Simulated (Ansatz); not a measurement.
Geometry optimisation, Ansatz 0.2.0, RKS r2SCAN/def2-SVP.

The input (input.yaml):

```yaml
crystal:
  periodic: [false, false, false]
  atoms:
    - { symbol: Si, position_ang: [0.0, 0.0, 0.0] }
    - { symbol: H, position_ang: [0.8854, 0.0, 1.4041] }
    - { symbol: F, position_ang: [1.7331, 0.0, 0.448] }
    - { symbol: H, position_ang: [-0.6877, 1.1914, -0.4862] }
    - { symbol: "N", position_ang: [-0.8572, -1.4851, -0.6061] }
    - { symbol: H, position_ang: [-1.3922, -2.1014, 0.0704] }
    - { symbol: H, position_ang: [-0.8219, -1.7344, -1.6357] }
basis:
  gaussian: { orbitals: def2-SVP }
hamiltonian:
  xc: r2scan
relax:
  f_tol: 0.15
  max_steps: 25
  restrain:
    - { distance: [1, 2], at: 0.92, k: 30.0 }
    - { distance: [0, 1], at: 2.66, k: 30.0 }
    - { distance: [0, 2], at: 2.79, k: 30.0 }
```

Run as:

```bash
$ ansatz run input.yaml --threads 2 --pin off --max-ram 3072MiB --backend cpu --events-out ev --progress --plain --runs-dir out
```

Where does it end, and by what steps?

The forces met the threshold. The restraints hold the end off the free minimum. After 10 steps the energy has fallen by 1.593 eV (the restraints' own energy left out); Si1 moved furthest, 0.84 Å. Parted: Si1–F3 (1.79 → 2.79 Å). Joined: H2–F3 (1.28 → 0.93 Å).

```json
{"step": "0", "energy less start (eV)": "0.0000", "largest force component (eV/Å)": "3.979", "accepted": "yes"}
{"step": "1", "energy less start (eV)": "0.8135", "largest force component (eV/Å)": "6.332", "accepted": "yes"}
{"step": "2", "energy less start (eV)": "1.4590", "largest force component (eV/Å)": "7.511", "accepted": "yes"}
{"step": "3", "energy less start (eV)": "0.8677", "largest force component (eV/Å)": "7.544", "accepted": "yes"}
{"step": "4", "energy less start (eV)": "-0.3512", "largest force component (eV/Å)": "4.203", "accepted": "yes"}
{"step": "5", "energy less start (eV)": "-1.1641", "largest force component (eV/Å)": "1.103", "accepted": "yes"}
{"step": "6", "energy less start (eV)": "-1.4328", "largest force component (eV/Å)": "1.481", "accepted": "yes"}
{"step": "7", "energy less start (eV)": "-1.4815", "largest force component (eV/Å)": "1.371", "accepted": "yes"}
{"step": "8", "energy less start (eV)": "-1.5825", "largest force component (eV/Å)": "0.257", "accepted": "yes"}
{"step": "9", "energy less start (eV)": "-1.5527", "largest force component (eV/Å)": "0.410", "accepted": "no"}
{"step": "10", "energy less start (eV)": "-1.5926", "largest force component (eV/Å)": "0.176", "accepted": "yes"}
```

```xyz
7
Properties=species:S:1:pos:R:3
Si -0.801 0.020 0.263
H 1.492 0.174 1.601
F 1.934 0.004 0.803
H -0.539 0.917 -0.944
N -1.038 -1.418 -0.654
H -1.255 -2.308 -0.211
H -0.934 -1.518 -1.664
```

Run time: 20 s on 2 threads of Arm Neoverse V1, on a shared host, peak memory 0.14 GiB.
